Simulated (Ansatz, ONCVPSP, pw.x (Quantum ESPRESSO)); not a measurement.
**What a changed setting does to a pw.x run (bcc Ru)**

Potential: optimised norm-conserving Vanderbilt (ONCV), ONCVPSP 4.0.1.1 (patched build), PBEsol; core [Ar] 3d10, reference 4s2 4p6 4d7 5s1; waves: 4s+5s: rc 1.90 bohr, ncon 3, nbas 6, qcut 5.6 1/bohr, 2 projectors; 4p: rc 1.80 bohr, ncon 5, nbas 9, qcut 7.9 1/bohr, 2 projectors, debl 2.8 Ha; 4d: rc 1.95 bohr, ncon 4, nbas 8, qcut 9.1 1/bohr, 3 projectors, debl 2.4 Ha; local part: polynomial inside 1.30 bohr (lpopt 5, dvloc0 4 Ha); core correction: polynomial model core, fcfact 0.5.

The reference run (k-mesh 15³, cutoffs 70/280 Ry, Fermi–Dirac 0.01 Ry, mixing_beta 0.4, conv_thr 1e-9, no spin) gives 1.32 GPa at 13.768 Å³/atom, where all-electron LAPW gives 0.38 GPa. This run, with its own iteration cap, changes degauss to 0.005.

```
&control
  calculation='scf', prefix='x', pseudo_dir='./', outdir='./tmp', tstress=.true., disk_io='none'
/
&system
  ibrav=0, nat=1, ntyp=1, ecutwfc=70, ecutrho=280, nbnd=16,
  occupations='smearing', smearing='fd', degauss=0.005
/
&electrons
  conv_thr=1e-09, mixing_beta=0.4, electron_maxstep=60
/
ATOMIC_SPECIES
Ru 1.0 Ru.UPF
CELL_PARAMETERS angstrom
  -1.50986096 1.50986096 1.50986096
  1.50986096 -1.50986096 1.50986096
  1.50986096 1.50986096 -1.50986096
ATOMIC_POSITIONS crystal
Ru 0.0000 0.0000 0.0000
K_POINTS automatic
15 15 15 0 0 0
```

```bash
pw.x < Ru.scf.in > Ru.scf.out
```

**Question.** How does the run end?

**Answer.** It converges in 8 iterations; the free energy moves by +42.3 meV/atom and the pressure by -0.82 GPa. In a metal, with Fermi–Dirac smearing, F lies below its zero-width value by a term in the square of the width.

```
Message from routine setup:
     using ibrav=0 with symmetry is DISCOURAGED, use correct ibrav instead
     lattice parameter (alat)  =       4.9419  a.u.
     unit-cell volume          =      92.9111 (a.u.)^3
     number of electrons       =        16.00
     number of Kohn-Sham states=           16
     kinetic-energy cutoff     =      70.0000  Ry
     charge density cutoff     =     280.0000  Ry
     scf convergence threshold =      1.0E-09
     Exchange-correlation= PBESOL
     number of k points=   120  Fermi-Dirac smearing, width (Ry)=  0.0050
     iteration #  1     ecut=    70.00 Ry     beta= 0.40
     total energy              =    -223.27329451 Ry
     estimated scf accuracy    <       0.13052673 Ry
     iteration #  2     ecut=    70.00 Ry     beta= 0.40
     total energy              =    -223.29128228 Ry
     estimated scf accuracy    <       0.00420482 Ry
     iteration #  3     ecut=    70.00 Ry     beta= 0.40
     total energy              =    -223.29133713 Ry
     estimated scf accuracy    <       0.00080856 Ry
     iteration #  4     ecut=    70.00 Ry     beta= 0.40
     total energy              =    -223.29139587 Ry
     estimated scf accuracy    <       0.00001804 Ry
     iteration #  5     ecut=    70.00 Ry     beta= 0.40
     total energy              =    -223.29139739 Ry
     estimated scf accuracy    <       0.00000136 Ry
     iteration #  6     ecut=    70.00 Ry     beta= 0.40
     total energy              =    -223.29139758 Ry
     estimated scf accuracy    <       0.00000007 Ry
     iteration #  7     ecut=    70.00 Ry     beta= 0.40
     total energy              =    -223.29139759 Ry
     estimated scf accuracy    <          1.9E-09 Ry
     iteration #  8     ecut=    70.00 Ry     beta= 0.40
     the Fermi energy is    23.1231 ev
!    total energy              =    -223.29139759 Ry
     estimated scf accuracy    <          8.1E-11 Ry
     smearing contrib. (-TS)   =      -0.00207803 Ry
     The total energy is F=E-TS. E is the sum of the following terms:
     one-electron contribution =     -34.85259573 Ry
     hartree contribution      =      29.85234829 Ry
     xc contribution           =     -55.02746686 Ry
     ewald contribution        =    -163.26160526 Ry
     convergence has been achieved in   8 iterations
          total   stress  (Ry/bohr**3)                   (kbar)     P=        4.95
     Message from routine punch:
     Nothing written, as per user request (disk_io='none')
```

The run took about 42 s on one core of a shared host (Neoverse-N1, 64 threads, 124 GiB, load 58).
